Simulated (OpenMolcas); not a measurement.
# A workflow on HNO2 (nitrous acid)

Aim: a single-point energy (UHF/STO-3G), then a single-point energy (CASSCF(2,2)/STO-3G), then the energy (CASPT2(2,2)/STO-3G), then the energy (SC-NEVPT2(2,2)/STO-3G), then a single-point energy (MRCI(2,2)/STO-3G) of HNO2 (nitrous acid). 

Program for the calculation: OpenMolcas 26.06.

3 further runs of the same task are left out: 1 for a known fault of the program, 1 that didn't finish, 1 set aside as unsound or not needed.

## 1. The molecule

HNO2: 4 atoms, total charge 0, spin state singlet. SMILES: `O=NO`. The O3–H4 distance was set to 1.694 Å, away from the relaxed value. At this shape a bond of the SMILES string is far longer than usual.

Bond lengths: O1–N2 1.181 Å, N2–O3 1.392 Å. Angles: O1–N2–O3 113.7°. A long bond or contact: O3–H4 1.694 Å.

## 2. A single-point energy at UHF/STO-3G (run 1)

step1.input

```
&GATEWAY
BasLib=$CurrDir
BasisSet
O.STO-3G....
O1 0.446796 0.395272 2.107238 angstrom
O3 -0.335174 0.765492 0.130568 angstrom
End of Basis
BasisSet
N.STO-3G....
N2 0.341406 -0.061838 1.023208 angstrom
End of Basis
BasisSet
H.STO-3G....
H4 -0.386730 -0.050180 -1.353230 angstrom
End of Basis
&SEWARD
&SCF
UHF
Scramble=0.25
PrOrbitals=1 1
```

The basis set STO-3G is read from a file made from the Basis Set Exchange's data (not shown).

Command:

```bash
$ export MOLCAS_MEM=1860
$ pymolcas step1.input > step1.log
```

The log of the run, shortened:

```text
--- Start Module: gateway ---
[...]
--- Stop Module: gateway /rc=_RC_ALL_IS_WELL_ ---
--- Start Module: seward ---
[...]
      Basis functions           16
--- Stop Module: seward /rc=_RC_ALL_IS_WELL_ ---
--- Start Module: scf ---
[...]
       Convergence after  55 Iterations
[...]
::    Total SCF energy                               -201.7937155039
[...]
      Total spin, S                                     0.5423370113
[...]
      Total electronic charge=   24.000000
      Total            charge=   -0.000000
[...]
      Dipole Moment (debye):
      Origin of the operator (angstrom)=    0.1314    0.3755    1.0374
                   X= -2.0581E-01               Y=  1.3856E-01               Z= -4.5381E-01           Total=  5.1720E-01
      Quadrupole Moment (debye*angstrom):
[...]
--- Stop Module: scf /rc=_RC_ALL_IS_WELL_ ---
[...]
```

Wall time 2.7 s (1 thread of Arm Neoverse V1, shared host); peak memory 0.37 GiB.

## 3. A single-point energy at CASSCF(2,2)/STO-3G (run 2)

step2.input

```
* HNO2 CASSCF

&GATEWAY
 BasLib=$CurrDir
 BasisSet
 O.STO-3G....
 O1 0.446796 0.395272 2.107238 angstrom
 O3 -0.335174 0.765492 0.130568 angstrom
 End of Basis
 BasisSet
 N.STO-3G....
 N2 0.341406 -0.061838 1.023208 angstrom
 End of Basis
 BasisSet
 H.STO-3G....
 H4 -0.386730 -0.050180 -1.353230 angstrom
 End of Basis

&SEWARD

&RASSCF
 FileOrb=$CurrDir/step1.UnaOrb
 Spin=1
 Nactel=2 0 0
 Inactive=11
 Ras2=2
 OrbListing=Nothing
 OrbAppear=Compact
```

The basis set STO-3G is read from a file made from the Basis Set Exchange's data (not shown).

Command:

```bash
$ export MOLCAS_MEM=1860
$ pymolcas step2.input > step2.log
```

The log of the run, shortened:

```text
--- Start Module: gateway ---
[...]
--- Stop Module: gateway /rc=_RC_ALL_IS_WELL_ ---
--- Start Module: seward ---
[...]
      Basis functions           16
--- Stop Module: seward /rc=_RC_ALL_IS_WELL_ ---
--- Start Module: rasscf ---
[...]
      Number of active orbitals                  2
[...]
      Spin quantum number                      0.0
[...]
      Active orbitals                            2
[...]
      Number of CSFs                             3
[...]
      Number of root(s) required                 1
[...]
      Convergence after 10 iterations
[...]
      printout of CI-coefficients larger than  0.05 for root  1
      energy=    -201.822794
      conf/sym  11     Coeff  Weight
             1  20  -0.91027 0.82859
             3  02   0.41402 0.17141
      Natural orbitals and occupation numbers for root  1
      sym 1:   1.657181   0.342819
      ************************************************************************************************************************
      *                                                    Final results                                                     *
[...]
::    RASSCF root number  1 Total energy:   -201.82279368
[...]
      Total electronic charge=   24.000000
      Total            charge=   -0.000000
[...]
      Dipole Moment (debye):
      Origin of the operator (angstrom)=    0.1314    0.3755    1.0374
                   X= -2.2320E-01               Y=  3.2226E-02               Z= -6.8234E-01           Total=  7.1864E-01
      Quadrupole Moment (debye*angstrom):
[...]
--- Stop Module: rasscf /rc=_RC_ALL_IS_WELL_ ---
[...]
```

Wall time 1.7 s (1 thread of Arm Neoverse V1, shared host); peak memory 0.37 GiB.

## 4. The energy at CASPT2(2,2)/STO-3G (run 3)

step3.inp

```
* HNO2 CASPT2
&GATEWAY
BasLib
$CurrDir
BasisSet
O.STO-3G....
O1 0.446796 0.395272 2.107238 angstrom
O3 -0.335174 0.765492 0.130568 angstrom
End of Basis
BasisSet
N.STO-3G....
N2 0.341406 -0.061838 1.023208 angstrom
End of Basis
BasisSet
H.STO-3G....
H4 -0.386730 -0.050180 -1.353230 angstrom
End of Basis
&SEWARD
&RASSCF
FileOrb
$CurrDir/step2.RasOrb
Spin
1
Nactel
2 0 0
Inactive
11
Ras2
2
OrbListing
Nothing
OrbAppear
Compact
&CASPT2
Imaginary
0.1
Frozen
3
```

The basis set STO-3G is read from a file made from the Basis Set Exchange's data (not shown).

Command:

```bash
$ export MOLCAS_MEM=1860
$ pymolcas step3.inp > step3.log
```

The log of the run, shortened:

```text
--- Start Module: gateway ---
[...]
--- Stop Module: gateway /rc=_RC_ALL_IS_WELL_ ---
[...]
      Basis functions           16
[...]
--- Start Module: rasscf ---
[...]
      Number of active orbitals                  2
[...]
      Spin quantum number                      0.0
[...]
      Active orbitals                            2
[...]
      Number of CSFs                             3
[...]
      Number of root(s) required                 1
[...]
      Convergence after  4 iterations
[...]
      printout of CI-coefficients larger than  0.05 for root  1
      energy=    -201.822794
      conf/sym  11     Coeff  Weight
             1  20  -0.91027 0.82859
             3  02   0.41402 0.17141
      Natural orbitals and occupation numbers for root  1
      sym 1:   1.657181   0.342819
      ************************************************************************************************************************
      *                                                    Final results                                                     *
[...]
::    RASSCF root number  1 Total energy:   -201.82279368
[...]
      Total electronic charge=   24.000000
      Total            charge=   -0.000000
[...]
      Dipole Moment (debye):
      Origin of the operator (angstrom)=    0.1314    0.3755    1.0374
                   X= -2.2319E-01               Y=  3.2219E-02               Z= -6.8232E-01           Total=  7.1862E-01
      Quadrupole Moment (debye*angstrom):
[...]
--- Stop Module: rasscf /rc=_RC_ALL_IS_WELL_ ---
--- Start Module: caspt2 ---
[...]
 ###    WARNING: User changed nr of frozen orbitals.                         ###
 ###############################################################################
[...]
      E2 (Variational):          -0.1471734628
      Total energy:            -201.9699671445
[...]
      Reference weight:           0.93129
[...]
::    CASPT2 Root  1     Total energy:   -201.96996714
[...]
--- Stop Module: caspt2 /rc=_RC_ALL_IS_WELL_ ---
[...]
```

It took 1.7 s on 1 thread of Arm Neoverse V1, shared host; peak memory 0.37 GiB.

## 5. The energy at SC-NEVPT2(2,2)/STO-3G (run 4)

step4.inp

```
>>> EXPORT MOLCAS_PRINT=2

&GATEWAY
  BasLib=$CurrDir
  BasisSet
  O.STO-3G....
  O1 0.446796 0.395272 2.107238 angstrom
  O3 -0.335174 0.765492 0.130568 angstrom
  End of Basis
  BasisSet
  N.STO-3G....
  N2 0.341406 -0.061838 1.023208 angstrom
  End of Basis
  BasisSet
  H.STO-3G....
  H4 -0.386730 -0.050180 -1.353230 angstrom
  End of Basis

&SEWARD

&RASSCF
  FileOrb=$CurrDir/step2.RasOrb
  Spin=1
  Nactel=2 0 0
  Inactive=11
  Ras2=2
  OrbListing=Nothing
  OrbAppear=Compact

&CASPT2
  SC-NEVPT2
  Frozen=3
```

The basis set STO-3G is read from a file made from the Basis Set Exchange's data (not shown).

Command:

```bash
$ export MOLCAS_MEM=1860
$ pymolcas step4.inp > step4.log
```

The log of the run, shortened:

```text
--- Start Module: gateway ---
[...]
--- Stop Module: gateway /rc=_RC_ALL_IS_WELL_ ---
[...]
      Basis functions           16
[...]
--- Start Module: rasscf ---
[...]
      Number of active orbitals                  2
[...]
      Spin quantum number                      0.0
[...]
      Active orbitals                            2
[...]
      Number of CSFs                             3
[...]
      Number of root(s) required                 1
[...]
      Convergence after  4 iterations
[...]
      printout of CI-coefficients larger than  0.05 for root  1
      energy=    -201.822794
      conf/sym  11     Coeff  Weight
             1  20  -0.91027 0.82859
             3  02   0.41402 0.17141
      Natural orbitals and occupation numbers for root  1
      sym 1:   1.657181   0.342819
      ************************************************************************************************************************
      *                                                    Final results                                                     *
[...]
::    RASSCF root number  1 Total energy:   -201.82279368
[...]
      Total electronic charge=   24.000000
      Total            charge=   -0.000000
[...]
      Dipole Moment (debye):
      Origin of the operator (angstrom)=    0.1314    0.3755    1.0374
                   X= -2.2319E-01               Y=  3.2219E-02               Z= -6.8232E-01           Total=  7.1862E-01
      Quadrupole Moment (debye*angstrom):
[...]
--- Stop Module: rasscf /rc=_RC_ALL_IS_WELL_ ---
--- Start Module: caspt2 ---
[...]
 ###    WARNING: User changed nr of frozen orbitals.                         ###
 ###############################################################################
[...]
      E2 (Variational):          -0.1459223859
[...]
      E2 (Variational):          -0.1458196759
      Total energy:            -201.9686133576
[...]
      Reference weight:           0.93232
[...]
::    SC-NEVPT2 Root  1     Total energy:   -201.96861336
[...]
--- Stop Module: caspt2 /rc=_RC_ALL_IS_WELL_ ---
[...]
```

Run time: 1.7 s. Hardware: 1 thread of Arm Neoverse V1, shared host; peak memory 0.37 GiB.

## 6. The energy at MRCI(2,2)/STO-3G (run 5)

step5.inp

```
* HNO2 MRCI

&gateway
  baslib=$CurrDir
  basisset
  O.STO-3G....
  O1 0.446796 0.395272 2.107238 angstrom
  O3 -0.335174 0.765492 0.130568 angstrom
  End of Basis
  basisset
  N.STO-3G....
  N2 0.341406 -0.061838 1.023208 angstrom
  End of Basis
  basisset
  H.STO-3G....
  H4 -0.386730 -0.050180 -1.353230 angstrom
  End of Basis

&seward

&rasscf
  fileorb=$CurrDir/step2.RasOrb
  spin=1
  nactel=2 0 0
  inactive=11
  ras2=2
  orblisting=Nothing
  orbappear=Compact

&motra
  lumorb
  frozen=3

&guga
  electrons=18
  spin=1
  inactive=8
  active=2
  ciall=1

&mrci
  sdci
```

The basis set STO-3G is read from a file made from the Basis Set Exchange's data (not shown).

Command:

```bash
$ export MOLCAS_MEM=1860
$ pymolcas step5.inp > step5.log
```

The log of the run, shortened:

```text
--- Start Module: gateway ---
[...]
--- Stop Module: gateway /rc=_RC_ALL_IS_WELL_ ---
[...]
      Basis functions           16
[...]
      Number of active orbitals                  2
[...]
      Spin quantum number                      0.0
[...]
      Active orbitals                            2
[...]
      Number of CSFs                             3
[...]
      Number of root(s) required                 1
[...]
      Convergence after  4 iterations
[...]
      printout of CI-coefficients larger than  0.05 for root  1
      energy=    -201.822794
      conf/sym  11     Coeff  Weight
             1  20  -0.91027 0.82859
             3  02   0.41402 0.17141
      Natural orbitals and occupation numbers for root  1
      sym 1:   1.657181   0.342819
      ************************************************************************************************************************
      *                                                    Final results                                                     *
[...]
::    RASSCF root number  1 Total energy:   -201.82279368
[...]
      Dipole Moment (debye):
      Origin of the operator (angstrom)=    0.1314    0.3755    1.0374
                   X= -2.2319E-01               Y=  3.2219E-02               Z= -6.8232E-01           Total=  7.1862E-01
      Quadrupole Moment (debye*angstrom):
[...]
      *** WARNING: Default frozen orbitals is overwritten by user input.
      *** Default values:   3
[...]
--- Start Module: guga ---
[...]
--- Stop Module: guga /rc=_RC_ALL_IS_WELL_ ---
--- Start Module: mrci ---
[...]
       (But an ACPF correction will be computed)
       USE THE DEFAULT ACPF G-VALUE GFAC=  0.11111111111111110
[...]
                      CI ENERGY:  -201.98504233
[...]
                ACPF CORRECTION:    -0.01582170
[...]
      Total electronic charge=   24.000000
      Total            charge=   -0.000000
[...]
     ACPF CORRECTION:     -0.01582170
[...]
  CI State   1     Total energy:   -201.98504233     QDav:     -0.01801905     QACPF:     -0.01582170
[...]
--- Stop Module: mrci /rc=_RC_ALL_IS_WELL_ ---
[...]
```

Run time: 1.9 s. Hardware: 1 thread of Arm Neoverse V1, shared host; peak memory 0.37 GiB.

## 7. Summary of results

| quantity | value |
| --- | --- |
| run 1, UHF/STO-3G: total energy | -201.79372 Eh |
| run 1, UHF/STO-3G: dipole moment | 0.52 D |
| run 1, UHF/STO-3G: HOMO energy | -9.23 eV |
| run 1, UHF/STO-3G: LUMO energy | 5.87 eV |
| run 1, UHF/STO-3G: HOMO–LUMO gap | 15.10 eV |
| run 1, UHF/STO-3G: ⟨S²⟩ | 0.836 |
| run 2, CASSCF(2,2)/STO-3G: total energy | -201.82279 Eh |
| run 2, CASSCF(2,2)/STO-3G: dipole moment (CASSCF density) | 0.72 D |
| run 3, CASPT2(2,2)/STO-3G: total energy | -201.96997 Eh |
| run 3, CASPT2(2,2)/STO-3G: dipole moment (CASSCF density) | 0.72 D |
| run 4, SC-NEVPT2(2,2)/STO-3G: total energy | -201.96861 Eh |
| run 4, SC-NEVPT2(2,2)/STO-3G: dipole moment (CASSCF density) | 0.72 D |
| run 5, MRCI(2,2)/STO-3G: total energy | -201.98504 Eh |
| run 5, MRCI(2,2)/STO-3G: dipole moment (CASSCF density) | 0.72 D |

⟨S²⟩ (run 1, UHF/STO-3G) is 0.84 where a pure singlet has 0.00: the reference is spin-contaminated. Mulliken charges (run 1, UHF/STO-3G) run from -0.09 on O1 to +0.11 on N2. Mulliken charges (run 2, CASSCF(2,2)/STO-3G) run from -0.10 on O1 to +0.10 on N2; they depend strongly on the basis. Mulliken charges (run 3, CASPT2(2,2)/STO-3G) of the CASSCF density run from -0.10 on O1 to +0.10 on N2; they depend strongly on the basis. Mulliken charges (run 4, SC-NEVPT2(2,2)/STO-3G) of the CASSCF density run from -0.10 on O1 to +0.10 on N2.
